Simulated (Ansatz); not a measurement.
Basis-set extrapolation for H4NPSi, SMILES `N1[SiH2]P1` (PBE0-D4/def2-TZVP geometry, frozen core, Ansatz). Multiplicity 1, RHF reference.

```json
{"": "HF", "def2-TZVPP": "-686.473130", "def2-QZVPP": "-686.495003"}
{"": "MP2 correlation", "def2-TZVPP": "-0.481759", "def2-QZVPP": "-0.518090"}
{"": "CCSD(T) correlation", "def2-TZVPP": "-0.540768", "def2-QZVPP": "not run"}
```

Energies in hartree. Use E(X) = E(∞) + A·exp(−7.88·√X) for Hartree–Fock and E(X) = E(∞) + B·X^(−2.97) for correlation, with X = 3 and 4, and add CCSD(T) minus MP2 of the smaller set to the MP2 limit.

Question: What is the CCSD(T) energy at the basis-set limit?

Answer: HF limit: -686.495003 + (-0.021873) × 0.13774 = -686.49802. MP2 limit: -0.518090 + (-0.036331) × 0.74074 = -0.54500. Higher-order term: -0.540768 − (-0.481759) = -0.05901. Total: -687.10203 hartree, 2.40 eV below CCSD(T)/def2-TZVPP.
